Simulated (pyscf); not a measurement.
Structures and frequencies: ωB97X-D3(BJ)/def2-SVP in PySCF.

Task: For H₃Si–SiH(SiH₃)–SiH₃ + H• → H₃Si–Si•(SiH₃)–SiH₃ + H₂, a hydrogen abstraction (doublet surface; H–Si broken, H–H formed), PBE/def2-TZVP gives ΔE‡ = -2.5 kJ/mol and ΔE = -92.1 kJ/mol (zero: the separated reactants). In which direction and how far do B3LYP-D3(BJ)/def2-TZVP, M06-2X/def2-TZVP, ωB97M-D3(BJ)/def2-TZVP move these?

Result: B3LYP-D3(BJ): ΔE‡ = -4.3 kJ/mol, ΔE = -97.7 kJ/mol; M06-2X: ΔE‡ = 15.2 kJ/mol, ΔE = -93.2 kJ/mol; ωB97M-D3(BJ): ΔE‡ = 12.9 kJ/mol, ΔE = -83.7 kJ/mol. PBE's barrier lies among them. Its reaction energy lies among theirs. At PBE, B3LYP-D3(BJ) this geometry lies under the reactants; that is no barrier but a single point on another level's saddle; such a level's own saddle, if it has one, lies nearer that side and is low. This is the saddle that the search found; another between the same sides may lie lower. The angle at the transferred H is 180°.
